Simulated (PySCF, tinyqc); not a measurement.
Inside a calculation. Method: RHF in the sto-6g basis, for HF, spin multiplicity 1. The lowest restricted solution is unstable here: a spin-polarised one lies 0.0249 hartree lower (PySCF). Computed by tinyqc, a small Python program that keeps every step (integrals from PySCF). Settings: charge = 0, multiplicity = 1, basis = sto-6g, energy threshold = 1e-09, iteration cap = 75, orthogonalisation = canonical, start = Wolfsberg-Helmholz matrix, DIIS depth = 8, DIIS from iteration = 3, damping = 0.7, method = RHF. Command: `OMP_NUM_THREADS=1 python tinyqc.py 21275 21276 out.jsonl` (the two numbers bound the seeds that draw the settings). One thread of a shared host (Intel(R) Xeon(R) Processor @ 2.60GHz), about 0.1 s of CPU time with the checks. Later iterations appear only in the table of the cycle.

## One-electron integrals

Geometry (angstrom):

| atom | x | y | z |
|---|---|---|---|
| F | 0.0000 | 0.0000 | 0.0000 |
| H | 0.0000 | 0.0000 | 1.3750 |

Basis sto-6g: exponents (1/bohr^2) and contraction coefficients of normalised primitives:

| element | l (shell) | exponent | coefficient |
|---|---|---|---|
| F | s (1) | 1728.6266 | 0.0092 |
| F | s (1) | 316.9418 | 0.0494 |
| F | s (1) | 88.6689 | 0.1685 |
| F | s (1) | 30.4602 | 0.3706 |
| F | s (1) | 11.8286 | 0.4165 |
| F | s (1) | 4.8717 | 0.1303 |
| F | s (2) | 67.0323 | -0.0133 |
| F | s (2) | 13.2674 | -0.0470 |
| F | s (2) | 4.1235 | -0.0338 |
| F | s (2) | 1.5865 | 0.2502 |
| F | s (2) | 0.6890 | 0.5951 |
| F | s (2) | 0.3158 | 0.2407 |
| F | p (3) | 67.0323 | 0.0038 |
| F | p (3) | 13.2674 | 0.0377 |
| F | p (3) | 4.1235 | 0.1739 |
| F | p (3) | 1.5865 | 0.4180 |
| F | p (3) | 0.6890 | 0.4259 |
| F | p (3) | 0.3158 | 0.1017 |
| H | s (1) | 35.5232 | 0.0092 |
| H | s (1) | 6.5131 | 0.0494 |
| H | s (1) | 1.8221 | 0.1685 |
| H | s (1) | 0.6260 | 0.3706 |
| H | s (1) | 0.2431 | 0.4165 |
| H | s (1) | 0.1001 | 0.1303 |

Overlap, kinetic and nuclear-attraction integrals over the contracted functions; the nuclear repulsion is the sum of Za Zb / Rab.

nuclear repulsion = 3.463705 hartree

overlap S, lower triangle:
```
         1F 1s   1F 2s  1F 2px  1F 2py  1F 2pz   2H 1s
1F 1s   1.0000
1F 2s   0.2325  1.0000
1F 2px  0.0000  0.0000  1.0000
1F 2py  0.0000  0.0000  0.0000  1.0000
1F 2pz  0.0000  0.0000  0.0000  0.0000  1.0000
2H 1s   0.0175  0.2106  0.0000  0.0000  0.1882  1.0000
```

kinetic energy T (hartree), lower triangle:
```
          1F 1s    1F 2s  1F 2px  1F 2py  1F 2pz   2H 1s
1F 1s   37.3977
1F 2s   -1.1433   1.0823
1F 2px   0.0000   0.0000  3.2513
1F 2py   0.0000   0.0000  0.0000  3.2513
1F 2pz   0.0000   0.0000  0.0000  0.0000  3.2513
2H 1s   -0.0050  -0.0034  0.0000  0.0000  0.0446  0.7685
```

nuclear attraction V (hartree), lower triangle:
```
           1F 1s     1F 2s    1F 2px    1F 2py    1F 2pz    2H 1s
1F 1s   -78.2073
1F 2s    -7.9552  -11.8602
1F 2px    0.0000    0.0000  -11.8466
1F 2py    0.0000    0.0000    0.0000  -11.8466
1F 2pz   -0.0071   -0.0837    0.0000    0.0000  -11.8858
2H 1s    -0.6852   -1.7122    0.0000    0.0000   -1.3114  -4.6800
```

core Hamiltonian H = T + V (hartree), lower triangle:
```
           1F 1s     1F 2s   1F 2px   1F 2py   1F 2pz    2H 1s
1F 1s   -40.8096
1F 2s    -9.0985  -10.7779
1F 2px    0.0000    0.0000  -8.5953
1F 2py    0.0000    0.0000   0.0000  -8.5953
1F 2pz   -0.0071   -0.0837   0.0000   0.0000  -8.6344
2H 1s    -0.6902   -1.7156   0.0000   0.0000  -1.2668  -3.9115
```

## Two-electron integrals

Functions are numbered as in S; the eight-fold symmetry (ij|kl) = (ji|kl) = (kl|ij) leaves the list below.

Two-electron integrals (ij|kl) in chemists' order, unique and non-zero (hartree):
```
(11|11) 5.4062     (21|11) 0.7681     (21|21) 0.1389     (22|11) 1.2663
(22|21) 0.2840     (22|22) 0.9264     (31|31) 0.0295     (32|31) 0.0447
(32|32) 0.2048     (33|11) 1.2663     (33|21) 0.2840     (33|22) 0.9264
(33|33) 0.9981     (41|41) 0.0295     (42|41) 0.0447     (42|42) 0.2048
(43|43) 0.0538     (44|11) 1.2663     (44|21) 0.2840     (44|22) 0.9264
(44|33) 0.8905     (44|44) 0.9981     (51|51) 0.0295     (52|51) 0.0447
(52|52) 0.2048     (53|53) 0.0538     (54|54) 0.0538     (55|11) 1.2663
(55|21) 0.2840     (55|22) 0.9264     (55|33) 0.8905     (55|44) 0.8905
(55|55) 0.9981     (61|11) 0.0615     (61|21) 0.0107     (61|22) 0.0214
(61|33) 0.0214     (61|44) 0.0214     (61|51) 4.64e-04   (61|52) 0.0009
(61|55) 0.0215     (61|61) 0.0008     (62|11) 0.1753     (62|21) 0.0400
(62|22) 0.1480     (62|33) 0.1459     (62|44) 0.1459     (62|51) 0.0029
(62|52) 0.0230     (62|55) 0.1523     (62|61) 0.0031     (62|62) 0.0310
(63|31) 0.0042     (63|32) 0.0248     (63|53) 0.0047     (63|63) 0.0043
(64|41) 0.0042     (64|42) 0.0248     (64|54) 0.0047     (64|64) 0.0043
(65|11) 0.1286     (65|21) 0.0297     (65|22) 0.1175     (65|33) 0.1128
(65|44) 0.1128     (65|51) 0.0060     (65|52) 0.0412     (65|55) 0.1268
(65|61) 0.0024     (65|62) 0.0302     (65|65) 0.0333     (66|11) 0.3822
(66|21) 0.0888     (66|22) 0.3786     (66|33) 0.3683     (66|44) 0.3683
(66|51) 0.0067     (66|52) 0.0761     (66|55) 0.3991     (66|61) 0.0069
(66|62) 0.1102     (66|65) 0.1238     (66|66) 0.7750
```

## Orthogonalisation

S = U s U^T; canonical form X = U s^(-1/2), so that X^T S X = 1. Each column of U has its largest component positive (the first on a tie).

eigenvalues of S: 0.6655  0.8636  1.0000  1.0000  1.1194  1.3514

X:
```
              1        2       3        4        5       6
1F 1s   -0.5115   0.6251  0.0000   0.0000  -0.5093  0.3828
1F 2s    0.7877  -0.3308  0.0000   0.0000  -0.2916  0.5422
1F 2px   0.0000   0.0000  0.3144   0.9493   0.0000  0.0000
1F 2py   0.0000   0.0000  0.9493  -0.3144   0.0000  0.0000
1F 2pz   0.3863   0.6567  0.0000   0.0000   0.6255  0.2584
2H 1s   -0.6865  -0.4759  0.0000   0.0000   0.3969  0.4824
```

Within a degenerate level the vectors are fixed only up to a rotation; this is one choice.

## Starting guess

The start is the generalised Wolfsberg-Helmholz matrix (K = 1.75) built on H; D = 2 C_occ C_occ^T.

D at the start, lower triangle:
```
          1F 1s    1F 2s  1F 2px  1F 2py  1F 2pz   2H 1s
1F 1s    2.1043
1F 2s   -0.4492   1.9443
1F 2px   0.0000   0.0000  2.0000
1F 2py   0.0000   0.0000  0.0000  2.0000
1F 2pz   0.0290  -0.1114  0.0000  0.0000  1.9297
2H 1s   -0.0894   0.2865  0.0000  0.0000  0.1493  0.0568
```

## Iteration 1: building the Fock matrix

J_ij = sum D_kl (ij|kl), K_ij = sum D_kl (ik|jl); F = H + J - 0.5 K; E = tr D H + tr D J / 2 - 0.25 tr D K + E_nn.

Coulomb J (hartree), lower triangle:
```
          1F 1s    1F 2s  1F 2px  1F 2py  1F 2pz   2H 1s
1F 1s   20.8066
1F 2s    3.7626   9.8413
1F 2px   0.0000   0.0000  9.8407
1F 2py   0.0000   0.0000  0.0000  9.8407
1F 2pz  -0.0045  -0.0134  0.0000  0.0000  9.8427
2H 1s    0.2908   1.5256  0.0000  0.0000  1.1935  3.8306
```

exchange K (hartree), lower triangle:
```
          1F 1s    1F 2s  1F 2px  1F 2py  1F 2pz   2H 1s
1F 1s   11.1265
1F 2s    1.8040   3.1387
1F 2px   0.0000   0.0000  2.6426
1F 2py   0.0000   0.0000  0.0000  2.6426
1F 2pz   0.0025  -0.0486  0.0000  0.0000  2.6234
2H 1s    0.1458   0.5779  0.0000  0.0000  0.3878  0.2768
```

Fock matrix F (hartree), lower triangle:
```
           1F 1s    1F 2s   1F 2px   1F 2py   1F 2pz    2H 1s
1F 1s   -25.5662
1F 2s    -6.2379  -2.5059
1F 2px    0.0000   0.0000  -0.0760
1F 2py    0.0000   0.0000   0.0000  -0.0760
1F 2pz   -0.0128  -0.0728   0.0000   0.0000  -0.1035
2H 1s    -0.4724  -0.4790   0.0000   0.0000  -0.2672  -0.2193
```

total energy of this density = -99.027121 hartree

This density is the starting one.

## Iteration 1: diagonalisation and new density

Diagonalise F' = X^T F X, C = X C', fill 5 alpha and 5 beta electrons from the bottom; D = 2 C_occ C_occ^T; the new density keeps 0.7 of the old one (damping). Each column has its largest component positive (the first on a tie).

F' = X^T F X (hartree), lower triangle:
```
         1        2        3        4        5        6
1  -3.0476
2   4.9038  -7.4600
3   0.0000   0.0000  -0.0760
4   0.0000   0.0000   0.0000  -0.0760
5  -4.7405   7.7858   0.0000   0.0000  -8.5696
6   4.0514  -6.8924   0.0000   0.0000   7.6209  -7.6445
```

orbital energies (hartree): MO1 -25.5700, MO2 -1.0720, MO3 -0.2746, MO4 -0.0760, MO5 -0.0760, MO6 0.1948

coefficients C:
```
            MO1      MO2      MO3     MO4      MO5      MO6
1F 1s    0.9969  -0.2407   0.0686  0.0000   0.0000   0.0428
1F 2s    0.0131   0.9718  -0.3299  0.0000   0.0000  -0.2357
1F 2px   0.0000   0.0000   0.0000  0.6145   0.7889   0.0000
1F 2py   0.0000   0.0000   0.0000  0.7889  -0.6145   0.0000
1F 2pz   0.0008   0.0811   0.6571  0.0000   0.0000  -0.7747
2H 1s   -0.0017   0.1668   0.6289  0.0000   0.0000   0.8152
```

D after iteration 1, lower triangle:
```
          1F 1s    1F 2s  1F 2px  1F 2py  1F 2pz   2H 1s
1F 1s    2.1069
1F 2s   -0.4606   1.9931
1F 2px   0.0000   0.0000  2.0000
1F 2py   0.0000   0.0000  0.0000  2.0000
1F 2pz   0.0361  -0.1607  0.0000  0.0000  1.6138
2H 1s   -0.0618   0.1734  0.0000  0.0000  0.3606  0.2938
```

Within a degenerate level the vectors are fixed only up to a rotation; this is one choice.

## Iteration 2: building the Fock matrix

As before.

Coulomb J (hartree), lower triangle:
```
          1F 1s    1F 2s  1F 2px  1F 2py  1F 2pz   2H 1s
1F 1s   20.5736
1F 2s    3.7108   9.6977
1F 2px   0.0000   0.0000  9.7045
1F 2py   0.0000   0.0000  0.0000  9.7045
1F 2pz  -0.0050  -0.0027  0.0000  0.0000  9.6843
2H 1s    0.2868   1.5140  0.0000  0.0000  1.1916  3.9259
```

exchange K (hartree), lower triangle:
```
          1F 1s    1F 2s  1F 2px  1F 2py  1F 2pz   2H 1s
1F 1s   11.1219
1F 2s    1.7895   3.0989
1F 2px   0.0000   0.0000  2.6322
1F 2py   0.0000   0.0000  0.0000  2.6322
1F 2pz   0.0019  -0.0690  0.0000  0.0000  2.3696
2H 1s    0.1469   0.5694  0.0000  0.0000  0.4484  0.4762
```

Fock matrix F (hartree), lower triangle:
```
           1F 1s    1F 2s   1F 2px   1F 2py   1F 2pz    2H 1s
1F 1s   -25.7969
1F 2s    -6.2825  -2.6296
1F 2px    0.0000   0.0000  -0.2070
1F 2py    0.0000   0.0000   0.0000  -0.2070
1F 2pz   -0.0131  -0.0518   0.0000   0.0000  -0.1350
2H 1s    -0.4769  -0.4863   0.0000   0.0000  -0.2995  -0.2237
```

total energy of this density = -99.122215 hartree

This density is a damped mixture and is not idempotent.

## Iteration 2: diagonalisation and new density

As before.

F' = X^T F X (hartree), lower triangle:
```
         1        2        3        4        5        6
1  -3.1208
2   5.0014  -7.5486
3   0.0000   0.0000  -0.2070
4   0.0000   0.0000   0.0000  -0.2070
5  -4.7549   7.8264   0.0000   0.0000  -8.6863
6   4.0516  -6.9374   0.0000   0.0000   7.6891  -7.7440
```

orbital energies (hartree): MO1 -25.8005, MO2 -1.1830, MO3 -0.3339, MO4 -0.2070, MO5 -0.2070, MO6 0.2177

coefficients C:
```
            MO1      MO2      MO3      MO4     MO5      MO6
1F 1s    0.9970  -0.2435   0.0567   0.0000  0.0000   0.0421
1F 2s    0.0126   0.9874  -0.2813   0.0000  0.0000  -0.2341
1F 2px   0.0000   0.0000   0.0000   0.9945  0.1052   0.0000
1F 2py   0.0000   0.0000   0.0000  -0.1052  0.9945   0.0000
1F 2pz   0.0008   0.0555   0.6720   0.0000  0.0000  -0.7641
2H 1s   -0.0016   0.1328   0.6233   0.0000  0.0000   0.8257
```

D after iteration 2, lower triangle:
```
          1F 1s    1F 2s  1F 2px  1F 2py  1F 2pz   2H 1s
1F 1s    2.1088
1F 2s   -0.4687   2.0276
1F 2px   0.0000   0.0000  2.0000
1F 2py   0.0000   0.0000  0.0000  2.0000
1F 2pz   0.0405  -0.1930  0.0000  0.0000  1.4024
2H 1s   -0.0425   0.0949  0.0000  0.0000  0.5081  0.4493
```

Within a degenerate level the vectors are fixed only up to a rotation; this is one choice.

## Iteration 3: building the Fock matrix

As before.

Coulomb J (hartree), lower triangle:
```
          1F 1s   1F 2s  1F 2px  1F 2py  1F 2pz   2H 1s
1F 1s   20.4196
1F 2s    3.6765  9.6029
1F 2px   0.0000  0.0000  9.6146
1F 2py   0.0000  0.0000  0.0000  9.6146
1F 2pz  -0.0053  0.0049  0.0000  0.0000  9.5795
2H 1s    0.2842  1.5065  0.0000  0.0000  1.1904  3.9891
```

exchange K (hartree), lower triangle:
```
          1F 1s    1F 2s  1F 2px  1F 2py  1F 2pz   2H 1s
1F 1s   11.1190
1F 2s    1.7797   3.0732
1F 2px   0.0000   0.0000  2.6256
1F 2py   0.0000   0.0000  0.0000  2.6256
1F 2pz   0.0015  -0.0812  0.0000  0.0000  2.2014
2H 1s    0.1478   0.5634  0.0000  0.0000  0.4911  0.6083
```

Fock matrix F (hartree), lower triangle:
```
           1F 1s    1F 2s   1F 2px   1F 2py   1F 2pz    2H 1s
1F 1s   -25.9495
1F 2s    -6.3119  -2.7116
1F 2px    0.0000   0.0000  -0.2936
1F 2py    0.0000   0.0000   0.0000  -0.2936
1F 2pz   -0.0131  -0.0381   0.0000   0.0000  -0.1557
2H 1s    -0.4799  -0.4909   0.0000   0.0000  -0.3220  -0.2266
```

total energy of this density = -99.195562 hartree

This density is a damped mixture and is not idempotent.

## Iteration 3: diagonalisation and new density

As before.

F' = X^T F X (hartree), lower triangle:
```
         1        2        3        4        5        6
1  -3.1692
2   5.0668  -7.6062
3   0.0000   0.0000  -0.2936
4   0.0000   0.0000   0.0000  -0.2936
5  -4.7639   7.8534   0.0000   0.0000  -8.7640
6   4.0516  -6.9674   0.0000   0.0000   7.7338  -7.8100
```

orbital energies (hartree): MO1 -25.9529, MO2 -1.2585, MO3 -0.3724, MO4 -0.2936, MO5 -0.2936, MO6 0.2344

coefficients C:
```
            MO1      MO2      MO3      MO4     MO5      MO6
1F 1s    0.9971  -0.2448   0.0496   0.0000  0.0000   0.0415
1F 2s    0.0123   0.9956  -0.2525   0.0000  0.0000  -0.2322
1F 2px   0.0000   0.0000   0.0000   0.9854  0.1701   0.0000
1F 2py   0.0000   0.0000   0.0000  -0.1701  0.9854   0.0000
1F 2pz   0.0008   0.0402   0.6792   0.0000  0.0000  -0.7587
2H 1s   -0.0015   0.1126   0.6201   0.0000  0.0000   0.8311
```

D after iteration 3, lower triangle:
```
          1F 1s    1F 2s  1F 2px  1F 2py  1F 2pz   2H 1s
1F 1s    2.1101
1F 2s   -0.4745   2.0524
1F 2px   0.0000   0.0000  2.0000
1F 2py   0.0000   0.0000  0.0000  2.0000
1F 2pz   0.0432  -0.2140  0.0000  0.0000  1.2595
2H 1s   -0.0287   0.0397  0.0000  0.0000  0.6111  0.5528
```

Within a degenerate level the vectors are fixed only up to a rotation; this is one choice.

## Iteration 55 (converged): orbitals

converged F (hartree), lower triangle:
```
           1F 1s    1F 2s   1F 2px   1F 2py   1F 2pz    2H 1s
1F 1s   -26.2656
1F 2s    -6.3725  -2.8837
1F 2px    0.0000   0.0000  -0.4732
1F 2py    0.0000   0.0000   0.0000  -0.4732
1F 2pz   -0.0120  -0.0113   0.0000   0.0000  -0.1966
2H 1s    -0.4864  -0.4972   0.0000   0.0000  -0.3738  -0.2308
```

Diagonalise F' = X^T F X, C = X C', fill 5 alpha and 5 beta electrons from the bottom; D = 2 C_occ C_occ^T. Each column has its largest component positive (the first on a tie).

F' = X^T F X (hartree), lower triangle:
```
         1        2        3        4        5        6
1  -3.2723
2   5.2063  -7.7185
3   0.0000   0.0000  -0.4732
4   0.0000   0.0000   0.0000  -0.4732
5  -4.7805   7.9103   0.0000   0.0000  -8.9274
6   4.0498  -7.0315   0.0000   0.0000   7.8251  -7.9467
```

orbital energies (hartree): MO1 -26.2686, MO2 -1.4206, MO3 -0.4732, MO4 -0.4732, MO5 -0.4520, MO6 0.2764

coefficients C:
```
            MO1      MO2      MO3     MO4      MO5      MO6
1F 1s    0.9973  -0.2468   0.0000  0.0000   0.0368   0.0394
1F 2s    0.0116   1.0091   0.0000  0.0000  -0.1997  -0.2249
1F 2px   0.0000   0.0000   0.9781  0.2081   0.0000   0.0000
1F 2py   0.0000   0.0000  -0.2081  0.9781   0.0000   0.0000
1F 2pz   0.0007   0.0133   0.0000  0.0000   0.6889  -0.7509
2H 1s   -0.0014   0.0735   0.0000  0.0000   0.6156   0.8388
```

D after iteration 55, lower triangle:
```
          1F 1s    1F 2s  1F 2px  1F 2py  1F 2pz   2H 1s
1F 1s    2.1136
1F 2s   -0.4896   2.1168
1F 2px   0.0000   0.0000  2.0000
1F 2py   0.0000   0.0000  0.0000  2.0000
1F 2pz   0.0455  -0.2484  0.0000  0.0000  0.9494
2H 1s    0.0063  -0.0976  0.0000  0.0000  0.8501  0.7687
```

Within a degenerate level the vectors are fixed only up to a rotation; this is one choice.

## Convergence

Stop when the energy changes by less than 1e-09 hartree and every element of the error matrix X^T (F D S - S D F) X is below 9e-06.

Course of the cycle:

| iteration | E (hartree) | change | largest element of the error matrix |
|---|---|---|---|
| 1 | -99.027121 | - | 3.58e-01 |
| 2 | -99.122215 | -9.51e-02 | 2.99e-01 |
| 3 | -99.195562 | -7.33e-02 | 2.35e-01 |
| 4 | -99.250357 | -5.48e-02 | 1.79e-01 |
| 5 | -99.290418 | -4.01e-02 | 1.30e-01 |
| 6 | -99.319376 | -2.90e-02 | 9.27e-02 |
| 7 | -99.340091 | -2.07e-02 | 6.57e-02 |
| 8 | -99.354811 | -1.47e-02 | 4.64e-02 |
| 9 | -99.365221 | -1.04e-02 | 3.27e-02 |
| 10 | -99.372560 | -7.34e-03 | 2.30e-02 |
| 11 | -99.377723 | -5.16e-03 | 1.62e-02 |
| 12 | -99.381350 | -3.63e-03 | 1.14e-02 |
| 13 | -99.383894 | -2.54e-03 | 7.96e-03 |
| 14 | -99.385679 | -1.78e-03 | 5.58e-03 |
| ... | ... | ... | ... |
| 42 | -99.389852 | -8.24e-08 | 2.57e-07 |
| 43 | -99.389852 | -5.77e-08 | 1.80e-07 |
| 44 | -99.389852 | -4.04e-08 | 1.26e-07 |
| 45 | -99.389852 | -2.83e-08 | 8.83e-08 |
| 46 | -99.389852 | -1.98e-08 | 6.18e-08 |
| 47 | -99.389852 | -1.38e-08 | 4.33e-08 |
| 48 | -99.389852 | -9.69e-09 | 3.03e-08 |
| 49 | -99.389852 | -6.79e-09 | 2.12e-08 |
| 50 | -99.389852 | -4.75e-09 | 1.48e-08 |
| 51 | -99.389852 | -3.33e-09 | 1.04e-08 |
| 52 | -99.389852 | -2.33e-09 | 7.27e-09 |
| 53 | -99.389852 | -1.63e-09 | 5.09e-09 |
| 54 | -99.389852 | -1.14e-09 | 3.56e-09 |
| 55 | -99.389852 | -7.98e-10 | 2.49e-09 |

PySCF RHF in the same basis = -99.389852 hartree

Converged in 55 iterations.

## Populations, bond orders and dipole

Mulliken: Z minus the diagonal of D S on the atom; Loewdin: the same with S^(1/2) D S^(1/2); Mayer order: 2 sum_s sum (D(s) S)_ij (D(s) S)_ji over the two atoms.

Charges (e):

| atom | Mulliken | Loewdin |
|---|---|---|
| 1F | -0.0917 | -0.0801 |
| 2H | 0.0917 | 0.0801 |

Mayer bond orders:

| pair | order |
|---|---|
| 2-1 | 0.9916 |

dipole moment about the origin, x y z (debye): 0.0000  0.0000  1.0041
